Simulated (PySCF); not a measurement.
Li2, SMILES [Li][Li]. Geometry: B3LYP-D3(BJ)/def2-TZVPD.

Computed with B3LYP-D3(BJ)/def2-TZVPD run with PySCF.

Harmonic wavenumbers (cm⁻¹): 325. Rotational constants (GHz): 19.67 (linear); symmetry number 2.

Task: Work out the zero-point energy and the ideal-gas rigid-rotor harmonic-oscillator thermochemistry at 298.15 K and 1 atm.

Result: ZPE = ½ Σ hcν = ½ × 325 cm⁻¹ = 1.94 kJ/mol. H − E(el) = 11.64 kJ/mol. Entropy in J/(mol K): translation 141.55, rotation 50.40, vibration 5.37, total 197.33. G − E(el) = -47.19 kJ/mol. Cp = 35.90 J/(mol K).
